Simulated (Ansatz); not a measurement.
```yaml
crystal:
  periodic: [false, false, false]
  atoms:
    - {symbol: Zr, position_ang: [-0.648790, -0.002334, -0.126358]}
    - {symbol: Si, position_ang: [1.913651, 0.006973, 0.408484]}
    - {symbol: H, position_ang: [2.694355, 1.263582, 0.023821]}
    - {symbol: H, position_ang: [2.702150, -1.246689, 0.030160]}
basis:
  gaussian: {orbitals: def2-TZVP}
total_charge: 1
magnetization: {spin_polarized: true, initial_magnetization: 3}
hamiltonian: {xc: pbe0}
relax: {f_tol: 0.004, max_steps: 80}
```

```sh
$ ansatz run in.yaml --threads 1 --pin off --events-out ev --progress --plain --max-ram 2176MiB
```

Steps of the relaxation (energy above the last step; positions in Å, forces in eV/Å):

```
4
step 1, 219.2 meV
Zr   -0.649   -0.002   -0.126   -0.073    0.000    0.169
Si    1.914    0.007    0.408    0.420   -0.001   -0.939
H     2.694    1.264    0.024   -0.172   -0.540    0.386
H     2.702   -1.247    0.030   -0.175    0.541    0.384
```

```
4
step 2, 67.4 meV
Zr   -0.736   -0.003   -0.087    0.386   -0.002    0.151
Si    1.874    0.006    0.245    0.085    0.029   -0.533
H     2.758    1.231    0.086   -0.239   -0.392    0.194
H     2.765   -1.213    0.092   -0.231    0.365    0.188
```

```
4
step 3, 8.2 meV
Zr   -0.710   -0.004   -0.060    0.012    0.002    0.042
Si    1.857    0.008    0.149    0.236   -0.018   -0.167
H     2.755    1.211    0.121   -0.120   -0.148    0.062
H     2.759   -1.194    0.127   -0.128    0.164    0.062
```

```
4
step 4, 0.1 meV
Zr   -0.707   -0.002   -0.046    0.001    0.000    0.000
Si    1.863    0.006    0.095    0.037    0.005    0.001
H     2.749    1.206    0.141   -0.020   -0.030   -0.001
H     2.757   -1.188    0.146   -0.018    0.026   -0.001
```

```
4
step 5, 0.0 meV
Zr   -0.707   -0.002   -0.046   -0.001    0.000    0.000
Si    1.863    0.006    0.095    0.003    0.000    0.000
H     2.749    1.204    0.141   -0.001    0.001    0.000
H     2.756   -1.186    0.147   -0.001   -0.001    0.000
```

Close pairs at the end: Si2–H4 1.490 Å, Si2–H3 1.490 Å, Zr1–Si2 2.574 Å.

A stationary point of unrestricted PBE0 after 5 steps, with ⟨S²⟩ = 3.757 against 3.75 for a pure state; no frequencies were run, so it isn't proven a minimum. 6.9 min on 1 thread of Arm Neoverse N1, shared host.
